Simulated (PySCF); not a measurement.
Compound: C2H4O2P2.
SMILES with atom numbers: `[H]/[P:6]=[P:5]\[C:3]([O:2][CH3:1])=[O:4]` (hydrogens: H7, H8, H9 on C1; H10 on P6)

The dihedral P5–C3–O2–C1 (about C3–O2) is held at set values while the rest relaxes with GFN2-xTB, each point from its own start; single points follow at PBE0/pcSseg-1 (PySCF, gas phase, no added dispersion term).

Q: Give the torsional profile, with energies above the lowest point.

A: 
| dihedral (°) | PBE0/pcSseg-1 (kJ/mol) | GFN2-xTB (kJ/mol) | dipole (D) | P5···C1 (Å) | C3–O2 (Å) | P5–C3–O2 (°) | C3–O2–C1 (°) | HOMO (eV) | LUMO (eV) | O2–C3–P5–P6 (°) |
| --- | --- | --- | --- | --- | --- | --- | --- | --- | --- | --- |
| 0 | 32.6 | 25.3 | 2.63 | 2.96 | 1.323 | 117.7 | 120.9 | -7.59 | -3.51 | 180 |
| 30 | 37.3 | 31.7 | 2.77 | 3.02 | 1.327 | 117.2 | 119.9 | -7.58 | -3.47 | -172 |
| 60 | 48.6 | 46.8 | 2.67 | 3.16 | 1.341 | 114.2 | 117.7 | -7.68 | -3.48 | 179 |
| 90 | 57.0 | 60.8 | 1.96 | 3.38 | 1.363 | 110.5 | 114.6 | -7.72 | -3.46 | 149 |
| 120 | 41.5 | 42.5 | 1.96 | 3.71 | 1.343 | 109.8 | 117.4 | -7.74 | -3.48 | 175 |
| 150 | 13.3 | 12.9 | 2.33 | 3.88 | 1.328 | 107.6 | 117.4 | -7.74 | -3.34 | -177 |
| 180 | 0.0 | 0.0 | 2.46 | 3.95 | 1.323 | 107.1 | 117.1 | -7.75 | -3.30 | 180 |
| 210 | 13.3 | 12.9 | 2.33 | 3.88 | 1.328 | 107.6 | 117.4 | -7.74 | -3.34 | 177 |
| 240 | 41.6 | 42.5 | 1.96 | 3.71 | 1.343 | 109.8 | 117.4 | -7.74 | -3.48 | -175 |
| 270 | 56.9 | 60.8 | 1.95 | 3.38 | 1.363 | 110.5 | 114.7 | -7.72 | -3.45 | -149 |
| 300 | 48.6 | 46.8 | 2.66 | 3.16 | 1.341 | 114.2 | 117.7 | -7.68 | -3.48 | -179 |
| 330 | 37.3 | 31.7 | 2.77 | 3.02 | 1.327 | 117.2 | 119.9 | -7.58 | -3.47 | 172 |

Each energy column counts from its own lowest point; dipole and orbital energies are those of PBE0/pcSseg-1.

Q: Where are the low and high points of the PBE0/pcSseg-1 curve on this grid?

A: Below both neighbours: 0° (synperiplanar, 32.6), 180° (antiperiplanar, 0.0). Above both neighbours: 90° (57.0), 270° (56.9) kJ/mol. The highest point lies 57.0 kJ/mol above the lowest; in GFN2-xTB the span is 60.8, with the lowest point at 180°. The points were relaxed apart, so other rotors need not follow one smooth path.

Q: How much does C3–O2 change along the scan?

A: From 1.323 Å (at 0° and 180°) to 1.363 Å (at 90° and 270°).

Q: What dipole would a 298 K Boltzmann average over these twelve points give?

A: With weights exp(−E/RT), √⟨μ²⟩ = 2.46 D, against 2.46 D at 180°. Weights in order of angle: 0, 0, 0, 0, 0, 0, 99, 0, 0, 0, 0, 0 %.
